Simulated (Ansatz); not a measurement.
```yaml
crystal:
  periodic: [false, false, false]
  atoms:
    - {symbol: Ga, position_ang: [0.000000, 0.000000, -2.074511]}
    - {symbol: Si, position_ang: [0.000000, 0.000000, 0.262611]}
    - {symbol: O, position_ang: [0.000000, 0.000000, 1.811900]}
basis:
  gaussian: {orbitals: def2-TZVP}
magnetization: {spin_polarized: true, initial_magnetization: 3}
hamiltonian: {xc: pbe0}
relax: {f_tol: 0.004, max_steps: 80}
```

```sh
$ ansatz run in.yaml --threads 1 --pin off --events-out ev --progress --plain --max-ram 2176MiB
```

Steps of the relaxation (energy above the last step; positions in Å, forces in eV/Å):

```
3
step 1, 89.4 meV
Ga    0.000    0.000   -2.075    0.000    0.000    1.204
Si    0.000    0.000    0.263    0.000    0.000   -0.018
O     0.000    0.000    1.812    0.000    0.000   -1.186
```

```
3
step 2, 5.3 meV
Ga    0.000    0.000   -2.002    0.000    0.000    0.132
Si    0.000    0.000    0.232    0.000    0.000    0.549
O     0.000    0.000    1.770    0.000    0.000   -0.681
```

```
3
step 3, 0.1 meV
Ga    0.000    0.000   -1.990    0.000    0.000   -0.031
Si    0.000    0.000    0.232    0.000    0.000    0.139
O     0.000    0.000    1.758    0.000    0.000   -0.108
```

```
3
step 5, 0.0 meV
Ga    0.000    0.000   -1.991    0.000    0.000    0.000
Si    0.000    0.000    0.233    0.000    0.000    0.000
O     0.000    0.000    1.757    0.000    0.000    0.000
```

Close pairs at the end: Si2–O3 1.524 Å, Ga1–Si2 2.224 Å.

A stationary point of unrestricted PBE0 after 5 steps, with ⟨S²⟩ = 3.757 against 3.75 for a pure state; no frequencies were run, so it isn't proven a minimum. 23 s on 1 thread of Intel Xeon Platinum 8488C, shared host.
